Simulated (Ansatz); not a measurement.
Wavefunction ladder for C2H2F4 (`FC(F)C(F)F`)

```xyz
8

F    -0.526    0.824    1.454
C     0.338    0.145    0.669
F     1.392    0.936    0.407
C    -0.374   -0.232   -0.624
F     0.435   -1.041   -1.341
F    -0.633    0.869   -1.350
H     0.683   -0.747    1.203
H    -1.314   -0.755   -0.418
```

Charge 0, multiplicity 1. The geometry is a stationary point of PBE0-D4/def2-TZVP. It is one conformer, not always the lowest. Frozen core, restricted reference, the Gaussian-basis code of Ansatz. CBS rows extrapolate triple and quadruple zeta; past MP2 they add the triple-zeta difference.

```csv
basis,HF (Eh),MP2 corr.,CCSD corr.,(T),CCSD(T) total
def2-SVP,-474.26762,?,-1.02216,-0.02001,?
def2-TZVPP,-474.85900,-1.31365,-1.32823,-0.04206,-476.22929
def2-QZVPP,?,-1.43244,–,–,–
CBS(def2),?,?,-1.53502,as TZ,?
```

Fill in the withheld values. (Best estimate.)

Ansatz gave: def2-SVP MP2 corr.: -0.99542; def2-SVP CCSD(T) total: -475.30979; def2-QZVPP HF (Eh): -474.87952; CBS(def2) HF (Eh): -474.88234; CBS(def2) MP2 corr.: -1.52044; CBS(def2) CCSD(T) total: -476.45942.
